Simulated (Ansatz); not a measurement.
The cluster Li3H6⁻, relaxed as a quintet with UKS PBE-D4/def2-TZVPD in Ansatz, starting from the PBE-D4/def2-TZVPD geometry of the charge -1 singlet. Force threshold 0.02 eV/Å.

The highest occupied level of the charge -1 quintet lies above zero (up to 0.53 eV). The electron is either unbound and held by the finite basis, or the level is raised by self-interaction error. In the quintet geometry the species has come apart into loosely held pieces. In the quintet, H6 and H9 lie 0.78 Å apart, H5 and H7 lie 0.79 Å apart, H4 and H8 lie 0.91 Å apart (atoms count from 1), so H2 has formed as a molecule. At PBE-D4/def2-TZVPD a singlet of charge -1 lies 3.00 eV below the quintet, each at its own geometry. The structure comes from a short search, and lower isomers may exist.

Start:

```tsv
atom	x (Å)	y (Å)	z (Å)
Li1	-1.033	1.275	0.377
Li2	0.374	-0.671	0.046
Li3	-0.412	0.608	-1.822
H4	-0.807	-0.219	1.395
H5	0.030	-1.150	-1.681
H6	1.180	-1.127	1.785
H7	0.682	1.119	-0.364
H8	-1.848	1.570	-1.230
H9	1.833	-1.405	1.493
```

Question: Estimate the energy that the relaxation releases and the steps that it takes.

Answer: 99.0 kcal/mol, in 48 steps; 50 s on 4 threads of Arm Neoverse V2 on a shared host. No frequencies were taken in this run, so the end may be a saddle point.

Question: Does the start keep its bonding and symmetry?

Answer: Bonds lost: Li1–H4, Li1–H8, Li2–H4, Li3–H5, Li3–H8 (atoms count from 1). Metal–metal contacts that move far: Li1–Li3 2.38 to 3.67 Å, Li2–Li3 2.40 to 3.67 Å, Li1–Li2 2.42 to 3.63 Å. The end holds 5 separate pieces.

Question: Predict the relaxed structure.

Answer: 
| atom | x (Å) | y (Å) | z (Å) |
| --- | --- | --- | --- |
| Li1 | -0.764 | 1.917 | 1.615 |
| Li2 | -0.134 | -1.432 | 0.352 |
| Li3 | -0.543 | 1.344 | -2.008 |
| H4 | -1.700 | 0.568 | -0.092 |
| H5 | 1.324 | -1.633 | -0.989 |
| H6 | 1.291 | -0.259 | 1.152 |
| H7 | 1.091 | -0.897 | -1.134 |
| H8 | -2.109 | 1.367 | -0.248 |
| H9 | 1.544 | -0.974 | 1.352 |
Bond lengths (bridged metal pairs left out): .
